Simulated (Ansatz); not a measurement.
Geometry optimisation, Ansatz 0.2.0, RKS PBE-D4/def2-SVPD.

Input file:

```yaml
crystal:
  periodic: [false, false, false]
  atoms:
    - { symbol: Si, position_ang: [-0.7999, 1.05305, -0.56496] }
    - { symbol: O, position_ang: [0.13669, -0.10017, 0.36889] }
    - { symbol: S, position_ang: [0.8987, -1.44219, 0.17518] }
    - { symbol: H, position_ang: [-1.90549, 0.25912, -1.08446] }
    - { symbol: H, position_ang: [0.13781, 1.50816, -1.58338] }
    - { symbol: H, position_ang: [-1.04222, 1.90948, 0.58199] }
    - { symbol: H, position_ang: [1.52403, -1.16328, -1.02635] }
    - { symbol: H, position_ang: [-0.08875, -2.14872, -0.48515] }
total_charge: 1
basis:
  gaussian: { orbitals: def2-SVPD }
hamiltonian:
  xc: pbe
  dispersion: d4
relax:
  f_tol: 0.015
  max_steps: 40
output:
  orbitals: {}
```

Run as:

```bash
$ ansatz run input.yaml --threads 2 --pin off --max-ram 3072MiB --backend cpu --events-out ev --progress --plain --runs-dir out
```

Task: Where does it end, and by what steps?

Result: The forces met the threshold. Limits of this set-up: the dipole of an ion depends on the origin. After 6 steps the energy has fallen by 0.227 eV; H6 moved furthest, 0.22 Å.

| step | energy less start (eV) | largest force component (eV/Å) | accepted |
| --- | --- | --- | --- |
| 0 | 0.0000 | 1.375 | yes |
| 1 | -0.1769 | 0.673 | yes |
| 2 | -0.1992 | 0.383 | yes |
| 3 | -0.2202 | 0.359 | yes |
| 4 | -0.2260 | 0.105 | yes |
| 5 | -0.2273 | 0.020 | yes |
| 6 | -0.2273 | 0.002 | yes |

```xyz
8
Properties=species:S:1:pos:R:3
Si -0.772 1.026 -0.499
O 0.183 -0.091 0.549
S 0.871 -1.465 0.107
H -1.883 0.166 -1.011
H 0.194 1.421 -1.569
H -1.146 2.079 0.480
H 1.539 -1.139 -1.068
H -0.126 -2.122 -0.606
```

The run took 14 s on 2 threads of Arm Neoverse V1, with other jobs on the host, peak memory 0.14 GiB.
